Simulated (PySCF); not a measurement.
Geometries of 2 isomers of C4H4F2, from PySCF, PBE0-D3(BJ)/def2-SVP geometry optimisation, gas phase. One conformer each, no zero-point energy, no frequencies.

Question: Which is lower in electronic energy at this level?
A.
```xyz
10
angstrom
F     -2.549   -0.879    0.984
C     -2.055   -0.085   -0.017
C     -0.601   -0.021   -0.004
C      0.609    0.043    0.000
C      2.063    0.128    0.014
F      2.632   -0.522   -1.048
H     -2.394   -0.485   -0.989
H     -2.473    0.930    0.099
H      2.445   -0.316    0.950
H      2.374    1.187   -0.012
```
B.
```xyz
10
angstrom
F     -0.381   -1.691    1.163
C     -0.117   -0.935    0.059
C      1.129   -0.093    0.083
C      0.473    1.042   -0.203
C     -0.884    0.407   -0.067
F     -1.740    0.529   -1.123
H     -0.241   -1.560   -0.842
H      2.178   -0.346    0.256
H      0.782    2.063   -0.434
H     -1.424    0.654    0.862
```

Answer: B. That is `F[C@@H]1C=C[C@H]1F`, 18.1 kcal/mol below the other.

| SMILES | atoms numbered as above | E (Eh) | relative (kcal/mol) | relative (kJ/mol) | dipole (D) |
| --- | --- | --- | --- | --- | --- |
| F[C@@H]1C=C[C@H]1F | [F:1][C@@H:2]1[CH:3]=[CH:4][C@H:5]1[F:6] | -353.81445 | 0.0 | 0.0 | 1.80 |
| FCC#CCF | [F:1][CH2:2][C:3]#[C:4][CH2:5][F:6] | -353.78554 | 18.1 | 75.9 | 1.83 |

As drawn, the lower has a four-membered ring and a C=C bond outside aromatic rings, which the higher lacks; the higher has a C≡C bond, which the lower lacks.
